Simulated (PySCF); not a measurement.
**Shifts of the heteroatoms**

Structure with atom numbers: `[CH3:1][C:2]([F:3])([F:4])[F:5]` (H(Xn): hydrogen on atom n).

PySCF calculation with PBE0/pcSseg-1 with gauge-including orbitals, GFN2-xTB geometry and J couplings at B3LYP/pcJ-1; gas phase, one computed conformer, no relativistic terms, equivalent nuclei averaged.

Predict the 19F NMR data.

Answers


| atoms | environment | σ (ppm) | δ (ppm) |
| --- | --- | --- | --- |
| F3/F4/F5 | fluorine of a CF3 group | 249.7 | -64.7 |

Shieldings were converted by a linear fit to measured shifts: 19F: δ = 146.13 − 0.903σ +14.6 on sp3 carbon (rms 6.0 ppm, 223 shifts, 7.0 ppm with the 5 outliers that the fit left out vs CFCl3, solution or neat liquid). A few per cent of atoms miss by over 2 rms, more outside the fitted compound classes. Couplings are scaled by factors fitted to measured values: 2J(H,H) × 0.95 (rms 1.3 Hz), 1J(C,F) × 0.77 (rms 8.7 Hz), 2J(C,F) × 1.14 (rms 1.9 Hz, 10.1 with 1 outliers); all others are unscaled and can be 10–30 % off.

Couplings (the largest are listed; each averaged over equivalent pairs): 1J(C2,F3) = -263.6 Hz, 2J(F3,F4) = 68.7 Hz, 2J(C1,F3) = 36.4 Hz, 3J(F3,H(C1)) = 11.2 Hz.

On a 600 MHz spectrometer 19F resonates near 564.6 MHz, so 1 ppm is 564.6 Hz.
